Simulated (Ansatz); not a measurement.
# MgBH (singlet): wave-function methods side by side at distance B1–H3 = 1.134 Å, cc-pVDZ

How much of the correlation energy of MgBH (singlet) does each wave-function method recover here?

Program: Ansatz 0.2.0, Gaussian basis. Level of theory: cc-pVDZ, core rule «outside noble gas», up to 6 orbitals frozen. These are calculated values, not measurements.

Plan: UHF; CCSD(T) on RHF; CCSD(T) on UHF; BCCD(T) on RHF; CISD; CCSDT(Q) on RHF; CCSDT(Q) on UHF; CASSCF and MRCISD+Q, 2 electrons in 2 orbitals; CASSCF and NEVPT2, 2 electrons in 2 orbitals; Full CI.

22 further runs of the same task are left out: 6 for a known fault of the program, 13 that didn't finish, 3 set aside as unsound or not needed. Runs told in other sessions of the task aren't counted.

### Step 1. The geometry

The geometry derives from a PBE0/def2-TZVP stationary point (not a proven minimum). One bond is set to the value named and the two fragments are kept rigid.

3 atoms, charge 0, spin multiplicity 1.

Atoms are counted from 1 here; the program's logs count them from 0.

Bond lengths: B1–Mg2 2.396 Å, B1–H3 1.134 Å. Angles: Mg2–B1–H3 107.0°.

### Step 2. UHF

in.yaml

```yaml
crystal:
  periodic: [false, false, false]
  atoms:
    - {symbol: B, position_ang: [0.000000, -0.187350, 1.591895]}
    - {symbol: Mg, position_ang: [0.000000, 0.047686, -0.792168]}
    - {symbol: H, position_ang: [0.000000, 0.859614, 2.027580]}
basis:
  gaussian: {orbitals: cc-pVDZ}
magnetization: {spin_polarized: true, initial_magnetization: 0}
hamiltonian: {xc: hf}
output: {orbitals: {seedname: orbitals}}
```

Command:

```console
$ ansatz run in.yaml --threads 1 --pin off --events-out ev --progress --plain --max-ram 2393MiB
```

Further steps of the session: CCSD(T) on RHF; CCSD(T) on UHF; BCCD(T) on RHF; CISD; CCSDT(Q) on RHF; CCSDT(Q) on UHF; CASSCF and MRCISD+Q, 2 electrons in 2 orbitals; CASSCF and NEVPT2, 2 electrons in 2 orbitals; Full CI.

**Question.** What will the summary of the whole plan be? Wanted: FCI from the RHF energy; RMP2 from FCI; UMP2 from FCI; RCCSD from FCI; RCCSD(T) from FCI; UCCSD(T) from FCI; RCCSDT(Q) from FCI; UCCSDT(Q) from FCI; NEVPT2 pair from FCI.

The runs gave:

| quantity | value |
| --- | --- |
| FCI from the RHF energy | -3.8576 eV |
| RMP2 from FCI | +1186.8 meV |
| UMP2 from FCI | +1106.4 meV |
| RCCSD from FCI | +207.2 meV |
| RCCSD(T) from FCI | +46.5 meV |
| UCCSD(T) from FCI | +133.5 meV |
| RCCSDT(Q) from FCI | +1.0 meV |
| UCCSDT(Q) from FCI | -0.7 meV |
| NEVPT2 pair from FCI | +818.5 meV |
| MRCISD+Q pair from FCI | +4.9 meV |
| levels within 1 kcal/mol (43 meV) | RCCSDT, UCCSDT, RCCSDT(Q), UCCSDT(Q), MRCISD+Q pair |
| T1 diagnostic | 0.042 |
| effectively unpaired electrons | 0.48 |

RCCSD(T) misses by +46.5 meV, 1.2 % of the correlation energy. CCSD(T) misses by +46.5 meV on the restricted determinant and by +133.5 meV on the unrestricted one; the two need not hold the same state or core. The occupations show static correlation (0.48 effectively unpaired electrons where one determinant has 0). Of the multireference levels listed MRCISD+Q pair comes nearest in total energy (+4.9 meV), which doesn't show that its space is the better one. These misses are within one basis, not against nature.
